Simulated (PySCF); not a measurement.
**Electric field gradients and quadrupole coupling constants**

BH4O (charge -1).
Geometry (PBE0-D3(BJ)/def2-SVP, Å), atoms numbered from 1 in this order:
```xyz
6
BH4O angstrom
B     -0.3354   -0.0012   -0.0206
O      1.0231   -0.4547   -0.4223
H     -0.5263    1.2442   -0.2158
H     -1.1899   -0.6217   -0.7028
H     -0.5983   -0.2230    1.2072
H      1.6331    0.0604    0.1111
```

Field gradients from the PBE0/pcSseg-1 density (PySCF, non-relativistic), principal values in atomic units, ordered |Vxx| ≤ |Vyy| ≤ |Vzz|:

```csv
atom,Vxx,Vyy,Vzz
B1,-0.0238,-0.0485,0.0723
O2,-0.1077,-1.5705,1.6782
```

Find the asymmetry η = (Vxx − Vyy)/Vzz and the couplings χ = eQV/h (234.96 MHz × Q in barn × V in au), with Q(11B) = 0.04059 b, Q(17O) = −0.0256 b.

| atom | environment | nucleus | η | χzz (MHz) | χxx (MHz) | χyy (MHz) |
| --- | --- | --- | --- | --- | --- | --- |
| B1 | four-coordinate boron | 11B | 0.34 | 0.689 | -0.227 | -0.463 |
| O2 | boron-bound oxygen | 17O | 0.87 | -10.09 | 0.65 | 9.45 |

The tensor is traceless: Vxx + Vyy + Vzz = 0.

What is Vzz at B1 in SI units (1 au = 9.71736 × 10²¹ V/m²)?

0.0723 au = 0.702 × 10²¹ V/m².

Were the hydrogens deuterons (Q(2H) = 0.00286 b), χzz would run from 111 kHz (H3 and H5) to 340 kHz (H6).

Geometry: PBE0-D3(BJ)/def2-SVP; no solvent, vibrations or thermal averaging. The pcSseg-1 basis has no diffuse functions, a weakness for an anion. These gradients aren't converged with respect to the basis.

These values come from a run that also computed NMR shieldings. Time: 3.0 s. Hardware: one thread of an x86-64 server, no GPU, on a shared host.
